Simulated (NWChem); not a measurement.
# CS; SMILES [C-]#[S+]

```xyz
2

C      0.0000     0.0000    -1.1104
S      0.0000     0.0000     0.4189
```
Atoms are numbered in this order, from 1.

All runs: NWChem. Pople sets run with spherical d functions. Geometry: optimised at PBE0-D3(BJ)/def2-TZVP. Vzz is the largest principal value of the second derivative of the potential at the nucleus (NWChem prints the opposite sign); η is the asymmetry. Non-relativistic.

| level | Vzz S2 (a.u.) | η S2 |
|---|---|---|
| B3LYP/6-31G* | -0.440 | 0.00 |
| B3LYP/def2-TZVP | -0.813 | 0.00 |
| Hartree-Fock/6-31G* | (withheld) | 0.00 |
| Hartree-Fock/cc-pVTZ | -0.643 | 0.00 |

Fill in the missing entries.


- Hartree-Fock/6-31G*, Vzz S2 (a.u.): -0.318
